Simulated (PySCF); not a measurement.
## Removing an electron from `C#CC1=C[C@@H]1F`

C5H3F.
SMILES with atom numbers: `[CH:1]#[C:2][C:3]1=[CH:4][C@@H:5]1[F:6]` (hydrogens: H7 on C1; H8 on C4; H9 on C5)

Level: PBE0/def2-SVPD (PySCF). Frontier orbitals with their largest atomic shares (Löwdin; up to four atoms above 4 %):

```tsv
orbital	ε (eV)	main atoms
HOMO−3	-10.05	C2 26 %, C3 22 %, C1 16 %, C5 10 %
HOMO−2	-9.25	F6 25 %, C4 22 %, C5 19 %, C2 12 %
HOMO−1	-8.07	C1 30 %, C2 25 %, C3 12 %, C5 11 %
HOMO	-7.80	?
LUMO	-1.59	C4 28 %, C3 22 %, C1 21 %, C2 15 %
LUMO+1	0.28	C1 35 %, C2 31 %, H7 9 %, C3 8 %
LUMO+2	0.99	C1 26 %, C4 18 %, C2 15 %, C5 11 %
```

**Question.** What vertical ionisation energy does ΔSCF give, and how far is −ε(HOMO) from it?

**Answer.** ΔSCF: 9.86 eV (951 kJ/mol; threshold wavelength 126 nm); ⟨S²⟩ of the doublet left behind is 0.770, against 0.75 for a pure doublet. −ε(HOMO) is 7.80 eV, 2.06 eV below it. For the exact functional −ε(HOMO) would equal the first vertical ionisation energy; PBE0 (global hybrid, 25 % exact exchange) falls short of its own ΔSCF value by 21 %.

**Question.** On which atoms does the HOMO lie?

**Answer.** C1 (terminal alkyne carbon) 26 %, C2 (alkyne carbon) 20 %, C4 (alkene CH carbon) 20 %, C3 (fully substituted alkene carbon) 15 %, so no atom holds as much as 40 %. The HOMO−1 lies 0.27 eV lower.

**Question.** And the vertical electron affinity, the fundamental gap, Mulliken's electronegativity and the hardness (with the factor ½)?

**Answer.** EA = -0.33 eV by ΔSCF (−ε(LUMO) = 1.59 eV); a negative value means that the added electron isn't bound at this geometry and level, and the number then depends on the basis. IE − EA = 10.19 eV against an orbital gap of 6.21 eV; (IE + EA)/2 = 4.76 eV; (IE − EA)/2 = 5.09 eV.

**Question.** How many of the 10 lowest singlet excitations (vertical TDDFT, same level) lie below the ionisation energy?

**Answer.** All 10; they run from 4.66 to 8.09 eV.

**Question.** What kinetic energy would electrons from this vertical process carry with 118.2 nm light (10.49 eV)?

**Answer.** 10.49 − 9.86 = 0.63 eV.

**Question.** The lowest singlet excitation (vertical TDDFT, same level) lies at 4.66 eV. How far is it below IE − EA?

**Answer.** IE − EA = 10.19 eV, so by 5.53 eV.

Isolated species at its PBE0-D3(BJ)/def2-SVP geometry, gas phase.
